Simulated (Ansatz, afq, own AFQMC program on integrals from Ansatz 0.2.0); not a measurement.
C₂H₄, singlet: AFQMC among the cluster methods

```xyz
6

C     0.0000    0.0000    0.8613
C     0.0000    0.0000   -0.8613
H     0.0000    1.2020    1.6027
H     0.0000   -1.2020    1.6027
H     0.0000    1.2020   -1.6027
H     0.0000   -1.2020   -1.6027
```

Connectivity, by distances: C–C ··· H4.

Basis 6-31G. Only valence electrons are correlated. Integrals, coupled cluster, full CI and functionals: Ansatz 0.2.0; the random walks run on the same integrals in our own AFQMC program. ph-AFQMC/CISD is guided by a CISD state made of CCSD amplitudes; releasing the constraint for a short imaginary time cuts its bias at the price of noise, slowly where states lie close. Error bars are statistical, one sigma.

Determinant: RHF, the one that the program's search chose, which needn't be the lowest solution. The geometry is a point of a scan.

No full CI on the walks' own integrals is used here; CCSDT(Q) serves as the reference and is uncertain by about the last step of the cluster series.

Cautions: higher spins were not checked; restricted determinant unstable towards unrestricted (UHF 1.32 eV lower, ⟨S²⟩ 0.93); strong correlation (T1 0.018, weight of the determinant 0.79, largest double 0.29).

```
T1 diagnostic                               : 0.0182
weight of the determinant in the CISD state : 0.788
size of the correlated space                : 12 electrons in 24 orbitals
```

| level | correlation energy (eV) |
| --- | --- |
| MP2 | -6.7302 |
| CCSD | -7.7174 |
| CCSD(T) | -8.1099 |

(1) Estimate where phaseless AFQMC with a CISD trial lies against CCSD(T) on the same integrals.

(1) 0.39 ± 1.32 mEh above CCSD(T). The gap is under twice the noise, so this walk alone can't tell the two apart.

Reference: CCSDT(Q), correlation energy -8.135 eV. The released energy is read at 2.40 1/Eh (meV from the phaseless value at times in 1/Eh: -42 ± 40 at 0.24, -32 ± 29 at 0.51, -40 ± 24 at 0.99, -10 ± 31 at 1.62, 34 ± 35 at 2.40).

```
         level  E − E(reference) (mEh)  share of correlation (%)
       CCSD(T)                    0.93                     99.69
         CCSDT                    1.17                     99.61
 ph-AFQMC/CISD             1.33 ± 1.32                     99.56
released AFQMC             2.58 ± 1.28                     99.14
```

A walk keeps the symmetry of its determinant, which the program's search chose and which needn't be the lowest solution, so a lower state of the same spin and another symmetry isn't excluded. Released energies are given only where the last usable release times agree within the noise; a slower fall can still hide under it.
